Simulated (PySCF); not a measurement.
## Boron: a sound run and one with changed settings

Sound run: B [He] 2s2 2p1, B⁺ [He] 2s2. Computed with PySCF 2.14 in aug-cc-pVDZ-DK, with scalar relativity by spin-free X2C-1e. The sound run starts from symmetry-adapted Hartree-Fock orbitals and uses a fine grid where one is needed.

A second run was set up differently.

```csv
species,method,sound run (hartree),changed run (hartree),converged
B,UHF,-24.53730,-24.53730,yes
B,r2SCAN,-24.64158,-24.80539,yes
B,B3LYP,-24.66856,-24.76864,yes
B⁺,UHF,-24.24184,-24.24184,yes
B⁺,r2SCAN,-24.31936,-24.51184,yes
B⁺,B3LYP,-24.34658,-24.47683,yes
```

Ionisation energy of B:

```tsv
method	sound run (eV)	changed run (eV)
UHF	8.040	8.040
r2SCAN	8.768	7.988
B3LYP	8.762	7.941
```

(1) What was changed?
A. level shift left on
B. radial grid too coarse
C. too few SCF iterations
D. all electrons correlated in a valence basis

## Answers

(1) B. It used radial step 1.2 in ln r (0.13 in the sound run). A coarse radial grid mis-integrates the density and the exchange-correlation energy, with errors of either sign; Hartree-Fock needs no grid.
